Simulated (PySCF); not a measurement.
Compound: 1-piperideine, C5H9N.
Bonds: C1–N2 (double), N2–C3, C3–C4, C4–C5, C5–C6, C1–C6. Hydrogens: H7 on C1; H8, H9 on C3; H10, H11 on C4; H12, H13 on C5; H14, H15 on C6.

An MMFF94s structure was refined with PBE0-D3(BJ)/def2-SVP geometry optimisation, gas phase (PySCF). Its MMFF94s values:

| coordinate | MMFF94s |
| --- | --- |
| C1=N2 | 1.287 Å |
| C1–C6 | 1.504 Å |
| C1–H7 | 1.103 Å |
| N2–C3 | 1.464 Å |
| C3–C4 | 1.521 Å |
| C3–H8 | 1.096 Å |
| C4–C5 | 1.518 Å |
| C4–H10 | 1.095 Å |
| C5–C6 | 1.515 Å |
| C5–H12 | 1.095 Å |
| C6–H14 | 1.096 Å |
| C1–N2–C3 | 119.6° |
| C1–C6–C5 | 112.8° |
| N2–C1–C6 | 126.4° |
| N2–C3–C4 | 113.3° |
| C3–C4–C5 | 109.3° |
| C4–C5–C6 | 109.6° |
| C1–N2–C3–C4 | 25° |
| N2–C3–C4–C5 | -53° |
| C4–C5–C6–C1 | -38° |
| C6–C1–N2–C3 | -3° |

How do these coordinates change at the PBE0-D3(BJ)/def2-SVP level?

```json
{"coordinate": "C1=N2", "PBE0-D3(BJ)/def2-SVP (Å or °)": "1.268", "change": "-0.019"}
{"coordinate": "N2–C3", "PBE0-D3(BJ)/def2-SVP (Å or °)": "1.448", "change": "-0.016"}
{"coordinate": "C6–H14", "PBE0-D3(BJ)/def2-SVP (Å or °)": "1.107", "change": "+0.011"}
{"coordinate": "C5–C6", "PBE0-D3(BJ)/def2-SVP (Å or °)": "1.523", "change": "+0.008"}
{"coordinate": "C4–H10", "PBE0-D3(BJ)/def2-SVP (Å or °)": "1.102", "change": "+0.007"}
{"coordinate": "C3–H8", "PBE0-D3(BJ)/def2-SVP (Å or °)": "1.103", "change": "+0.007"}
{"coordinate": "C5–H12", "PBE0-D3(BJ)/def2-SVP (Å or °)": "1.101", "change": "+0.006"}
{"coordinate": "C4–C5", "PBE0-D3(BJ)/def2-SVP (Å or °)": "1.522", "change": "+0.004"}
{"coordinate": "C3–C4", "PBE0-D3(BJ)/def2-SVP (Å or °)": "1.525", "change": "+0.004"}
{"coordinate": "C1–C6", "PBE0-D3(BJ)/def2-SVP (Å or °)": "1.506", "change": "+0.002"}
{"coordinate": "C1–H7", "PBE0-D3(BJ)/def2-SVP (Å or °)": "1.104", "change": "+0.001"}
{"coordinate": "N2–C3–C4", "PBE0-D3(BJ)/def2-SVP (Å or °)": "116.0", "change": "+2.7"}
{"coordinate": "C1–C6–C5", "PBE0-D3(BJ)/def2-SVP (Å or °)": "111.8", "change": "-1.0"}
{"coordinate": "N2–C1–C6", "PBE0-D3(BJ)/def2-SVP (Å or °)": "127.3", "change": "+0.9"}
{"coordinate": "C3–C4–C5", "PBE0-D3(BJ)/def2-SVP (Å or °)": "110.0", "change": "+0.7"}
{"coordinate": "C4–C5–C6", "PBE0-D3(BJ)/def2-SVP (Å or °)": "109.1", "change": "-0.5"}
{"coordinate": "C1–N2–C3", "PBE0-D3(BJ)/def2-SVP (Å or °)": "119.7", "change": "+0.1"}
{"coordinate": "C1–N2–C3–C4", "PBE0-D3(BJ)/def2-SVP (Å or °)": "15", "change": "-10"}
{"coordinate": "N2–C3–C4–C5", "PBE0-D3(BJ)/def2-SVP (Å or °)": "-45", "change": "+8"}
{"coordinate": "C4–C5–C6–C1", "PBE0-D3(BJ)/def2-SVP (Å or °)": "-42", "change": "-4"}
{"coordinate": "C6–C1–N2–C3", "PBE0-D3(BJ)/def2-SVP (Å or °)": "1", "change": "+4"}
```

The energy falls by 0.056 eV over 7 energy and gradient evaluations, the largest force component goes from 0.0249 to 1.0e-04 Eh/bohr, and the atoms move by 0.079 Å rms after alignment. The bond that changes most is C1=N2 (imine carbon to imine nitrogen), which shortens by 0.019 Å. Bonds longer at the end by more than 0.005 Å: 9 of 15; shorter: 2. Rotational constants go from 4905, 4748, 2672 to 4913, 4730, 2662 MHz.

The run used 129 basis functions and 47 SCF cycles in all. Time: 49 s of wall time. Hardware: an Arm Neoverse V1 with one thread (shared host).

Stationary, but not proved a minimum. The numbers are those of one conformer.
